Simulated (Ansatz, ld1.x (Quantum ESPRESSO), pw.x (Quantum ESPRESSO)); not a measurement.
# Which Hf potential is closest to all-electron in the sc crystal?

All use PBEsol, scalar-relativistic, no spin, cutoffs from each file’s atomic test, pw.x 7.5; 11³ k-points, Fermi–Dirac smearing 0.01 Ry. Δ is the rms difference from all-electron LAPW of the E(V) curves that follow from fits to the pressures, over ±6 % in volume. Mesh and smearing are coarse and serve the comparison alone. The files are a selection: those with a ghost or negative overlap were mostly not run, and those with noisy or unconverged pressures or nearly equal Δ are left out.

All-electron: a0 = 2.868 Å (V0 = 23.60 Å³/atom), B0 = 77.8 GPa.

(1) Rank them by Δ, smallest first.
A. norm-conserving Troullier–Martins (Kleinman–Bylander form), ld1.x (Quantum ESPRESSO) 7.5, PBEsol; core [Xe] 4f14, reference 5d2 6s1.5 6p0.5; waves: 6p (bound): rc 2.90 bohr; 5d (bound): rc 2.15 bohr; 6s (bound): rc 3.05 bohr; local part: the s channel; core correction: none.
B. norm-conserving RRKJ (Kleinman–Bylander form), ld1.x (Quantum ESPRESSO) 7.5, PBEsol; core [Xe] 4f14, reference 5d2 6s1.75 6p0; waves: 6p (bound, empty): rc 3.25 bohr; 5d (bound): rc 2.80 bohr; 6s (bound): rc 2.25 bohr; local part: the s channel; core correction: a·sin(br)/r model core inside 1.85 bohr.
C. norm-conserving Troullier–Martins (Kleinman–Bylander form), ld1.x (Quantum ESPRESSO) 7.5, PBEsol; core [Xe] 4f14, reference 5d2 6s1.75 6p0; waves: 6p (bound, empty): rc 2.80 bohr; 5d (bound): rc 2.35 bohr; 6s (bound): rc 2.30 bohr; local part: the s channel; core correction: Bessel-smoothed model core, default radius (core density twice the valence density).

## Answers

(1) B (2.7 meV/atom), C (6.2 meV/atom), A (12.3 meV/atom).
